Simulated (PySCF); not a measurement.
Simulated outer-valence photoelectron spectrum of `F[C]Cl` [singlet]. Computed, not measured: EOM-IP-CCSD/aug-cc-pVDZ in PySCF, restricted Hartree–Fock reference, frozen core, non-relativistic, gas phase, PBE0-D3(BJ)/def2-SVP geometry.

Each root has a Gaussian of 0.3 eV full width with its one-hole share as area; cross sections and vibrations are left out, and the highest printed point is 100.

```
ionisation energy (eV)  intensity
                  10.6          7
                  10.8         76
                  11.0         67
                  11.2          5
                  11.4          0
                  11.6          0
                  11.8          0
                  12.0          0
                  12.2          0
                  12.4          0
                  12.6         14
                  12.8         90
                  13.0         78
                  13.2        100
                  13.4         28
                  13.6          1
                  13.8          0
                  14.0          0
                  14.2          0
                  14.4          0
                  14.6          0
                  14.8          0
                  15.0          0
                  15.2          0
                  15.4          0
                  15.6          0
                  15.8          0
                  16.0          0
                  16.2          0
                  16.4          0
                  16.6          2
                  16.8         44
                  17.0         81
                  17.2         13
                  17.4          0
                  17.6          0
                  17.8          0
                  18.0          1
                  18.2         33
                  18.4         80
                  18.6         16
                  18.8          0
```

Task: Where are the maxima, and how many lines lie under the curve?

Result: 5 maxima, at 10.9, 12.9, 13.2, 17.0 and 18.4 eV, from 5 lines.

Task: List the lines with their holes.

Result: 
```tsv
E (eV)	leading hole (HF orbital)	area	Koopmans (eV)
10.89	HOMO	0.95	11.76
12.85	HOMO-1	0.95	13.83
13.20	HOMO-2	0.95	13.88
16.95	HOMO-3	0.85	18.73
18.37	HOMO-4	0.80	20.72
```

The widest gap, 3.75 eV, lies between 13.20 and 16.95 eV. Only orbitals with −ε under 21 eV, eight at most, were ionised, so the high end of the curve may lack lines.
